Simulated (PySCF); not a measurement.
**C4H7ClO: core ionisation energies**

Compound: C4H7ClO.
Bonds: C1–C2, C2–C3, C2–C4, C4–O5 (double), C4–Cl6. Hydrogens: H7, H8, H9 on C1; H10 on C2; H11, H12, H13 on C3.

The calculation used delta-SCF UKS SCAN, pcX-2 on the ionised atom, pcseg-1 elsewhere, spin-free X2C (PySCF 2.14.0). Each binding energy is the total energy of the core-ionised species, with the hole localised on one atom, minus that of the ground state; both are solved self-consistently, so orbital relaxation is included.

List the computed XPS lines with their assignment.

```tsv
atom(s)	environment	level	binding energy (eV)	2p1/2 (eV)	above the level's lowest (eV)	count
C1/C3	methyl carbon	C 1s	291.15	–	0.00	2
C2	sp3 carbon next to a carbonyl	C 1s	291.69	–	+0.54	1
C4	acyl halide carbon	C 1s	294.83	–	+3.68	1
O5	carbonyl oxygen	O 1s	538.67	–	0.00	1
Cl6	chlorine bonded to C	Cl 2p3/2	206.05	207.70	0.00	1
Cl6	chlorine bonded to C	Cl 1s	2828.63	–	0.00	1
```

The listed C 1s values span 3.68 eV, from C1/C3 (bonded to C and 3 H) to C4 (bonded to O (double bond), Cl and C). Summing the Pauling electronegativity differences to the bonded atoms, each weighted by its formal bond order, gives -1.05 for the lowest site and +2.39 for the highest; no listed site has a larger sum than the highest.

Which photon energy gives electrons from Cl 1s of Cl6 a kinetic energy of 100 eV, and what is their de Broglie wavelength?

hν = 2828.63 + 100 = 2928.63 eV, recoil neglected; λ = 12.264 Å/√(E/eV) = 1.23 Å.

Which photon wavelength matches the Cl 1s of Cl6 threshold?

λ = hc/E = 12398.42 eV Å / 2828.63 eV = 4.383 Å.

One atom of each set of topologically equivalent atoms was ionised and stands for the set; in this conformer not all members are related by symmetry, and their own values weren't computed. 2p3/2 and 2p1/2 are the ΔSCF energy of one spin-free 2p hole plus the eigenvalues of a spin–orbit and ligand-field matrix of the shell. 2p1/2 minus 2p3/2 (ligand field included): Cl 1.65 eV. Geometry: GFN2-xTB, one conformer, isolated molecule.

The values belong to the conformer `[CH3:1][CH:2]([CH3:3])[C:4](=[O:5])[Cl:6]`: C1–C2–C4–O5 107°.
